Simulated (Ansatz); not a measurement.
Two isomers of C3H5N: A = `C=CN=C`, B = `C1=NCC1`.

Calculated with Ansatz (gas phase, PBE0-D4/def2-TZVP geometries, no zero-point term in ΔE). CBS: MP2 limit from def2 TZ/QZ plus the TZ coupled-cluster correction, frozen cores. DFT in def2-TZVPP. B3LYP here is the variant with VWN-RPA as its local correlation; programs differ in this. One conformer a species, not always the lowest.

Task: Which is lower in electronic energy at CCSD(T)/CBS, and by how much? (Best estimate.)

Result: The calculation gave: A, by 22.4 kJ/mol.

Task: Give E(B) − E(A) in kJ/mol with ωB97M-V, PBE0-D4, B3LYP-D4, r2SCAN-D4, MP2/def2-TZVPP, CCSD(T)/def2-SVP, PBE-D4. (An estimate is asked.)

Result: The calculation gave: ωB97M-V 16.3, PBE0-D4 13.1, B3LYP-D4 40.0, r2SCAN-D4 27.3, MP2/def2-TZVPP 14.3, CCSD(T)/def2-SVP 24.3, PBE-D4 22.0. None reverses the order clearly.

Task: Does the order hold for the free energy at 298.15 K (harmonic terms from PBE0-D4)? (An estimate is asked.)

Result: Ansatz gave: Yes: G(B) − G(A) = +29.8 kJ/mol, for one conformer each.

Largest T1 diagnostic: 0.012.

In def2-TZVPP, CCSD(T) changes the Hartree–Fock value by −16.7 kJ/mol (the triples alone add +1.4 kJ/mol) and MP2 by −23.9 kJ/mol. From BLYP to BHLYP (50 % exact exchange), in def2-TZVPP and without D4, E(B) − E(A) moves by −17.1 kJ/mol.
